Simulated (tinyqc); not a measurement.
Extended Hueckel theory, for CO, step by step. One step of it, computed by the program tinyqc.

Problem. Wolfsberg-Helmholz matrix. H_ij = K' S_ij (H_ii + H_jj)/2 for i != j (the diagonal keeps H_ii), with K' = 1.5.

overlap S, lower triangle:
```
            1C 2s    1C 2px    1C 2py     1C 2pz     2O 2s    2O 2px    2O 2py    2O 2pz
1C 2s    1.000000
1C 2px   0.000000  1.000000
1C 2py   0.000000  0.000000  1.000000
1C 2pz   0.000000  0.000000  0.000000   1.000000
2O 2s    0.507238  0.000000  0.000000   0.556690  1.000000
2O 2px   0.000000  0.333273  0.000000   0.000000  0.000000  1.000000
2O 2py   0.000000  0.000000  0.333273   0.000000  0.000000  0.000000  1.000000
2O 2pz  -0.359461  0.000000  0.000000  -0.252858  0.000000  0.000000  0.000000  1.000000
```

diagonal H_ii (eV): 1C 2s -21.400000, 1C 2px -11.400000, 1C 2py -11.400000, 1C 2pz -11.400000, 2O 2s -32.300000, 2O 2px -14.800000, 2O 2py -14.800000, 2O 2pz -14.800000

K = 1.500000

Give: H.

Solution.

H (eV), lower triangle:
```
           1C 2s    1C 2px    1C 2py    1C 2pz     2O 2s    2O 2px    2O 2py    2O 2pz
1C 2s   -21.4000
1C 2px    0.0000  -11.4000
1C 2py    0.0000    0.0000  -11.4000
1C 2pz    0.0000    0.0000    0.0000  -11.4000
2O 2s   -20.4290    0.0000    0.0000  -18.2455  -32.3000
2O 2px    0.0000   -6.5488    0.0000    0.0000    0.0000  -14.8000
2O 2py    0.0000    0.0000   -6.5488    0.0000    0.0000    0.0000  -14.8000
2O 2pz    9.7594    0.0000    0.0000    4.9687    0.0000    0.0000    0.0000  -14.8000
```
